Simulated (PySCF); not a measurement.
**Vibration and rotation of SiB⁻**

ROHF-CCSD(T) constants of SiB⁻, ³Π (triplet), unpaired electrons σ ↑, π ↑ (basis Si def2-TZVPPD, B def2-TZVPPD; no relativity; PySCF 2.14; masses 27.9769 and 11.0093 u):

- ωe: 794.9 cm⁻¹
- ωexe: 5.3 cm⁻¹
- Be: 0.60675 cm⁻¹
- αe: 0.00540 cm⁻¹
- D (centrifugal): 1.41e-06 cm⁻¹

(1) Give the vibrational terms G(v) and spacings up to v = 6.

Correlated steps freeze 6 core orbitals. The CCSD T1 diagnostic is raised, a sign that a single reference may not be enough here. The state was picked by a PBE0 search and need not be the measured ground state.

## Answers

(1) G(v) = ωe(v+½) − ωexe(v+½)².

| v | G(v) (cm⁻¹) | G(v) − G(v−1) | Bv (cm⁻¹) |
| --- | --- | --- | --- |
| 0 | 396.1 |  | 0.6040 |
| 1 | 1180.4 | 784.3 | 0.5987 |
| 2 | 1954.1 | 773.7 | 0.5933 |
| 3 | 2717.2 | 763.1 | 0.5878 |
| 4 | 3469.7 | 752.5 | 0.5825 |
| 5 | 4211.6 | 741.9 | 0.5771 |
| 6 | 4942.9 | 731.3 | 0.5716 |
